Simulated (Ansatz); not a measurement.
in.yaml

```yaml
crystal:
  periodic: [false, false, false]
  atoms:
    - {symbol: Sb, position_ang: [0.000000, -0.022918, 0.000000]}
    - {symbol: H, position_ang: [0.000000, 1.384271, -0.968958]}
    - {symbol: H, position_ang: [0.000000, 1.384284, 0.968938]}
basis:
  gaussian: {orbitals: def2-SVP}
total_charge: 1
magnetization: {spin_polarized: false}
correlation: {method: bccd_t, electrons: outside_noble_gas}
```

```sh
$ ansatz run in.yaml --threads 1 --pin off --events-out ev --progress --plain --max-ram 2393MiB
```

Log:

```
436 factors; integrals over basis functions are off by at most 7.5e-4 eV
mean field evaluation 1: about -6532.5403 eV, gradient 7.8e0 eV
mean field evaluation 2: about -6532.5459 eV, gradient 7.8e0 eV
mean field evaluation 4: about -6532.8221 eV, gradient 4.8e-1 eV
mean field evaluation 8: about -6532.8233 eV, gradient 6.6e-4 eV
mean field evaluation 16: about -6532.8233 eV, gradient 9.1e-6 eV
mean field -6532.82332238 eV, -240.0768289908 hartree, gradient 9.1e-6 eV, S^2 0.000000; 0 other end points of the search recorded, 0 dependent functions left out
9 core orbitals not correlated: weight in the atoms' cores, before any rotation towards them, 1.000 or more for the frozen orbitals, at most 0.000 for the correlated occupied ones
reference -6532.82332238 eV, -240.0768289908 hartree; 3, 3 occupied and 24, 24 virtual orbitals, 436 factors
second order -2.21567492 eV of doubles, -0.00000000 eV of singles
cycle   1  -2.68752868 eV  change   -4.7e-1 eV  update   6.2e-2
cycle   2  -2.90459616 eV  change   -2.2e-1 eV  update   2.6e-2
cycle   3  -2.90891414 eV  change   -4.3e-3 eV  update   6.3e-3
cycle   4  -2.90979743 eV  change   -8.8e-4 eV  update   1.5e-3
cycle   5  -2.90928660 eV  change    5.1e-4 eV  update   4.9e-4
cycle   6  -2.90908397 eV  change    2.0e-4 eV  update   1.3e-4
cycle   7  -2.90912879 eV  change   -4.5e-5 eV  update   3.5e-5
cycle   8  -2.90913862 eV  change   -9.8e-6 eV  update   1.1e-5
cycle   9  -2.90913204 eV  change    6.6e-6 eV  update   3.4e-6
perturbative correction -0.05798371 eV, -0.0021308622 hartree
Total energy: -6535.79043814 eV, -240.1858684836 hartree
```

For the same geometry and basis full CI lies 16.5 meV lower.

Ran on 1 thread of Intel Xeon, shared host: 2.6 s wall, 0.09 GiB peak host memory.
